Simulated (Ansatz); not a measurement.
C5H7F can be A, `FC1=CCCC1`, or B, `CC1=C(F)C1C`.

Gas-phase electronic energies from Ansatz, PBE0-D4/def2-TZVP geometries. CCSD(T)/CBS adds triple-zeta CCSD(T) − MP2 to the extrapolated MP2 energy (def2 sets, frozen cores). DFT in def2-TZVPP. B3LYP here is the variant with VWN-RPA as its local correlation; programs differ in this.

Question: Which is lower in electronic energy at CCSD(T)/CBS, and by how much? (An estimate is asked.)

Answer: Computed: A, by 208.3 kJ/mol.

Question: Give E(B) − E(A) in kJ/mol with HF/def2-TZVPP, CCSD(T)/def2-TZVPP, PBE-D4, B3LYP-D4, ωB97M-V, CCSD/def2-TZVPP, B3LYP. (An estimate is asked.)

Answer: The calculation gave: HF/def2-TZVPP 214.9, CCSD(T)/def2-TZVPP 208.3, PBE-D4 188.8, B3LYP-D4 197.6, ωB97M-V 205.9, CCSD/def2-TZVPP 210.8, B3LYP 192.6. None reverses the order clearly.

Largest T1 diagnostic: 0.011.

In def2-TZVPP, CCSD(T) changes the Hartree–Fock value by −6.6 kJ/mol (the triples alone add −2.4 kJ/mol) and MP2 by −12.0 kJ/mol. From PBE to PBE0 (25 % exact exchange), in def2-TZVPP and without D4, E(B) − E(A) moves by +13.5 kJ/mol.
